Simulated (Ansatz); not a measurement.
Born–Oppenheimer molecular dynamics of AlFH3N (6 atoms, charge 0, multiplicity 1). It starts from a relaxed structure.

Computed with Ansatz, RKS PBE-D4/def2-SVP.

```yaml
ensemble: NVT, Langevin thermostat
time_step: 1 fs
steps_asked: 250
set_temperature: 1500 K
friction: 0.02 /fs
seed: 145435
```

First frame:

```xyz
6
Properties=species:S:1:pos:R:3
Al -0.040 0.011 -0.043
F -0.047 -0.427 1.579
H 1.323 0.412 -0.744
N -1.590 0.002 -0.905
H -2.493 -0.249 -0.497
H -1.707 0.250 -1.890
```

(1) What does the run give?

(2) What happens to the structure?

(3) How do temperature and energy run in time?

Answers

(1) All steps were run.

| Quantity | Value |
| --- | --- |
| steps done | 250 |
| time covered | 250 fs |
| mean temperature over the second half | 1536 K |
| spread of the potential energy over the second half | 34.2 meV per atom |
| mean potential energy of the second half above the start | 111.6 meV per atom |

A run of 0.25 ps of so small a system gives no equilibrium averages.

(2) The same pairs are bonded in the first frame and the last. Pairs count as bonded within 1.25 times the sum of covalent radii (0.12 Å more for H–H). This is one draw of velocities; another would differ in detail.

(3) 
| time (fs) | T (K) | potential energy less start (eV) |
| --- | --- | --- |
| 0 | 1250 | 0.000 |
| 14 | 1072 | 0.691 |
| 28 | 1680 | 0.751 |
| 42 | 1024 | 0.751 |
| 56 | 1811 | 0.520 |
| 70 | 1125 | 0.807 |
| 84 | 1240 | 0.558 |
| 98 | 1455 | 0.568 |
| 112 | 1395 | 0.367 |
| 126 | 1246 | 0.973 |
| 140 | 1630 | 0.777 |
| 154 | 2246 | 0.327 |
| 168 | 1674 | 0.604 |
| 182 | 1812 | 0.529 |
| 196 | 1151 | 0.675 |
| 210 | 1512 | 0.806 |
| 224 | 1621 | 0.700 |
| 238 | 1284 | 0.944 |

The run took 5 min on 1 thread of Arm Neoverse V1 (shared host), peak memory 0.1 GiB.
